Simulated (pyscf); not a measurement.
Single points on ωB97X-D3(BJ)/def2-SVP structures (PySCF, gas phase). MP2 and CC: frozen core, UHF for open shells. ΔMP2 is the change of the MP2 total energy from the triple- to the quadruple-zeta basis.

Problem. H₃C–CH₂–CH₂–AlH₂ (SMILES CC[CH2][AlH2]) → H₃C–AlH₂ (SMILES [CH3][AlH2]) + H₂C=CH₂ (SMILES C=C)
Surface: singlet. Broken: C–C, Al–C. Formed: Al–C. Give ΔE‡ and ΔE from CCSD(T)/def2-TZVPP, relative to the reactant's lowest minimum found.

Solution. ΔE‡ = 1.68 eV, ΔE = +0.94 eV. CCSD(T)/def2-TZVPP + ΔMP2(QZVPP) gives 1.67 eV and +0.94 eV. Zero-point energy shifts the barrier by -0.05 eV. It is an elimination, with an imaginary mode of 549i cm⁻¹. On the product side the descent ends in a bound adduct, 0.57 eV under the separated species and 1.15 eV under the saddle at ωB97X-D3(BJ)/def2-TZVP. At the saddle there is also a short Al–C contact that neither side keeps. H₃C–CH₂–CH₂–AlH₂ lies 1.06 eV over its isomer H₃C–Al(CH₃)–CH₃ (electronic energy, ωB97M-D3(BJ)/def2-TZVP). This is the saddle that the search found; another between the same sides may lie lower. The CCSD(T) − MP2 part came from Ansatz, without density fitting, on the same reference.
